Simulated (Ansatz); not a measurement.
## Which method gave which barrier?

Saddle point of SiH₅F, closed shell (SiH₄ + HF → SiH₃F ([F][SiH3]) + H₂; bonds formed: Si1–F7, H2–H6; bonds broken: Si1–H2, H6–F7), PBE0-D4/def2-TZVP structure:

```json
{"atom": "Si1", "x (Å)": "-0.3265", "y (Å)": "0.3239", "z (Å)": "-0.0623"}
{"atom": "H2", "x (Å)": "0.5919", "y (Å)": "-0.8942", "z (Å)": "-0.8035"}
{"atom": "H3", "x (Å)": "-0.8977", "y (Å)": "0.4770", "z (Å)": "-1.4383"}
{"atom": "H4", "x (Å)": "-1.4781", "y (Å)": "-0.0934", "z (Å)": "0.7626"}
{"atom": "H5", "x (Å)": "0.3197", "y (Å)": "1.6247", "z (Å)": "0.2047"}
{"atom": "H6", "x (Å)": "0.9267", "y (Å)": "-0.9415", "z (Å)": "0.1072"}
{"atom": "F7", "x (Å)": "0.8639", "y (Å)": "-0.4964", "z (Å)": "1.2296"}
```

Ansatz 0.2.0; basis: def2-TZVPP, with def2-QZVPP for the basis limit; cores frozen in the correlated methods. Extrapolation: Hartree–Fock as exp(−7.88 √X), correlation as X^−2.97. Four methods, as single points on the PBE0-D4 structures, gave these electronic barriers from the start structure: 115.0, 122.6, 152.5, 206.4 kJ/mol.

(1) The methods were, in alphabetical order, CCSD(T), HF, PBE-D4, r2SCAN-D4. Which gave which? (A judgement: the text doesn't fix the answer.)

The T1 diagnostic stays at or below 0.014.

Results:

(1) The calculation gives: PBE-D4 115.0; r2SCAN-D4 122.6; CCSD(T) 152.5; HF 206.4 kJ/mol. For comparison, CCSD(T) at an estimated basis limit (MP2 extrapolated from triple and quadruple zeta, plus CCSD(T) − MP2 in triple zeta) gives 148.8 kJ/mol.

Labels in which every atom is bracketed show which atoms are joined, not bond orders.

For scale, one of the runs: CCSD(T)/def2-TZVPP, 143 basis functions, launched by `ansatz run in.yaml --threads 2 --pin off --events-out ev --progress --plain --max-ram 4352MiB`. The run took 10 s on 2 CPU threads of an Arm Neoverse V1 (shared host), with 0.81 GiB of host memory at its peak.
